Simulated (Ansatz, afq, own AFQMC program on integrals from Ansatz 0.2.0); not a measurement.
**Where AFQMC and coupled cluster stand for CN, doublet**

```json
{"atom": "N", "x (Å)": "0.0000", "y (Å)": "0.0000", "z (Å)": "0.0000"}
{"atom": "C", "x (Å)": "0.0000", "y (Å)": "0.0000", "z (Å)": "1.1601"}
```

Basis 6-31G. Noble-gas cores (and the filled d shells of Ga–Kr and In–Xe) are frozen. Ansatz 0.2.0 and our own AFQMC program on the same integrals; the CISD trial comes from CCSD amplitudes, and released means the phaseless constraint is let go. Free AFQMC starts from the CCSD state and is never constrained. Its projection time is finite, and what remains of the start isn't in its error. ± is one standard error of the sampling.

Determinant: ROHF, the one that the program's search chose, which needn't be the lowest solution. The geometry is a PBE0/def2-TZVP stationary point of this or a neighbouring charge and spin state.

Full CI on the same integrals is exact in this basis and with this determinant's frozen core.

Cautions: a spin-contaminated unrestricted determinant lies lower (UHF 573 meV lower, ⟨S²⟩ 1.22); strong correlation (T1 0.055, weight of the determinant 0.85, largest double 0.11); the released energies have errors that jump between times, so the bars are unsure, so no released level is given (meV from the phaseless value at times in 1/Eh: -52 ± 39 at 0.24, -35 ± 4 at 0.51, -58.1 ± 2.5 at 0.99, -61 ± 3 at 1.62, -68 ± 4 at 2.40), though the last usable value meets full CI within the noise.

* T1 diagnostic: 0.0554
* weight of the determinant in the CISD state: 0.846
* size of the correlated space: 9 electrons in 16 orbitals

Reference: full CI, correlation energy -6.044 eV.

| level | E − E(reference) (kJ/mol) | share of correlation (%) |
| --- | --- | --- |
| HF | 583.2 | 0.00 |
| MP2 | 41.0 | 92.97 |
| CCSD | 27.3 | 95.32 |
| CCSD(T) | 6.7 | 98.85 |
| CCSDT | 4.4 | 99.25 |
| CCSDT(Q) | 0.0 | 100.00 |
| CCSDTQ | 0.6 | 99.89 |
| ph-AFQMC/HF | 13.3 ± 2.3 | 97.73 |
| ph-AFQMC/CISD | 6.9 ± 0.4 | 98.81 |
| free AFQMC | -0.9 ± 0.9 | 100.15 |

CCSDT and higher add their correlation energy to the determinant of the CCSD(T) run, since their own runs factorise the integrals more tightly (a shift of under 2 meV). Free projections are given only where their last times agree within the noise and don't stop above the reference; a slow remainder of the start can still hide under it. A walk keeps the symmetry of its determinant, which the program's search chose and which needn't be the lowest solution, so a lower state of the same spin and another symmetry isn't excluded.
